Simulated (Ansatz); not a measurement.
in.yaml

```yaml
crystal:
  periodic: [false, false, false]
  atoms:
    - {symbol: Al, position_ang: [0.000000, -0.888930, -0.000475]}
    - {symbol: F, position_ang: [0.000000, 0.631755, -0.984846]}
    - {symbol: F, position_ang: [0.000000, 0.630704, 0.985520]}
basis:
  gaussian: {orbitals: cc-pVDZ, fitting: {mean_field: def2-universal-jkfit}}
magnetization: {spin_polarized: false, initial_magnetization: 1}
correlation: {method: mp2, electrons: valence}
```

```sh
$ ansatz run in.yaml --threads 1 --pin off --events-out ev --progress --plain --max-ram 2393MiB
```

Output:

```
282 factors; integrals over basis functions are off by at most 1.8e-1 eV
mean field evaluation 1: about -11990.5906 eV, gradient 4.3e1 eV
mean field evaluation 2: about -11992.4391 eV, gradient 3.7e1 eV
mean field evaluation 4: about -11994.9499 eV, gradient 4.1e-1 eV
mean field evaluation 8: about -11989.3208 eV, gradient 3.5e1 eV
mean field evaluation 16: about -11993.2436 eV, gradient 1.2e0 eV
mean field evaluation 32: about -11991.3437 eV, gradient 2.2e0 eV
mean field -11994.95130912 eV, -440.8063301403 hartree, gradient 1.7e-6 eV, S^2 0.750000; 6 other end points of the search recorded, 0 dependent functions left out
mean field evaluation 64: about -11991.7096 eV, gradient 1.7e-4 eV
7 core orbitals not correlated: weight in the atoms' cores, before any rotation towards them, 1.000 or more for the frozen orbitals, at most 0.000 for the correlated occupied ones
reference -11994.95130912 eV, -440.8063301403 hartree; 9, 8 occupied and 30, 31 virtual orbitals, 282 factors
second order -11.59649656 eV of doubles, -0.00850012 eV of singles
Total energy: -12006.55630580 eV, -441.2328059020 hartree
```

Ran on 1 thread of Arm Neoverse V2, shared host: 1.5 s wall, 0.16 GiB peak host memory.
